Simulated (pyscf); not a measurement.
**Addition across a multiple bond or ene-type step: F–W(F)(F)(F)=Se + hydrogen chloride (HCl) → F–W(F)(F)(F)(Cl)–SeH**

Gas phase, singlet surface, charge 0. Bonds broken: Cl7–H8. Bonds formed: Se1–H8, W2–Cl7. Single points on ωB97X-D3(BJ)/def2-SVP structures (PySCF, gas phase).

Transition state (Å):

```xyz
8

Se     0.9868    -0.1975     0.8173
W     -1.1241     0.0040    -0.1778
F     -1.4226    -1.7996    -0.4815
F     -2.1849     0.2484    -1.6915
F     -2.1606    -0.1817     1.3179
F     -1.3222     1.8341     0.0379
Cl     0.4651     0.2442    -2.1623
H      1.3090     0.0292    -0.8332
```

One imaginary mode, 1014i cm⁻¹; descent along it reached the two sides named, in the forms told below.

| bond | change | reactant side (Å) | saddle | product side |
|---|---|---|---|---|
| Cl7–H8 | breaks | 1.284 | 1.589 | 2.7 |
| Se1–H8 | forms | 4.0 | 1.697 | 1.460 |
| W2–Cl7 | forms | 4.1 | 2.554 | 2.284 |

Electronic energies relative to the separated reactants (kJ/mol):

```csv
level,barrier,reaction energy,reverse barrier
ωB97X-D3(BJ)/def2-TZVP,99.3,+3.7,95.7
PBE/def2-TZVP,87.3,+20.9,66.4
r²SCAN/def2-TZVP,88.1,+14.0,74.1
B3LYP-D3(BJ)/def2-TZVP,108.3,+26.3,82.0
PBE0-D3(BJ)/def2-TZVP,97.3,+19.5,77.9
M06-2X/def2-TZVP,128.8,+47.9,81.0
ωB97M-D3(BJ)/def2-TZVP,123.9,+32.9,91.1
HF/def2-TZVP,207.1,+74.7,132.4
```

With ωB97M-D3(BJ)/def2-TZVP energies and thermal terms (ideal gas, 1 atm, RRHO with modes under 100 cm⁻¹ raised to 100, one conformer, R ln 2 for chiral ones without a mode under 150 cm⁻¹), in kJ/mol:

```
T (K)    ΔH‡    ΔG‡     ΔH      ΔG
-----  -----  -----  -----  ------
298    116.2  157.5  +36.7   +76.6
600    117.2  199.0  +38.9  +116.2
900    119.5  239.5  +42.3  +154.2
1200   121.9  279.1  +46.0  +191.0
```

On the product side the descent ends in a point that may be a rotor saddle (no frequency run), 7.3 kJ/mol over the lowest minimum found and 88.3 kJ/mol under the saddle at ωB97X-D3(BJ)/def2-TZVP. One saddle was located; it need not be the lowest between these sides. Elements up to Kr have no core potential and no relativistic terms here. Elements past Kr carry the def2 core potentials, without spin-orbit coupling.
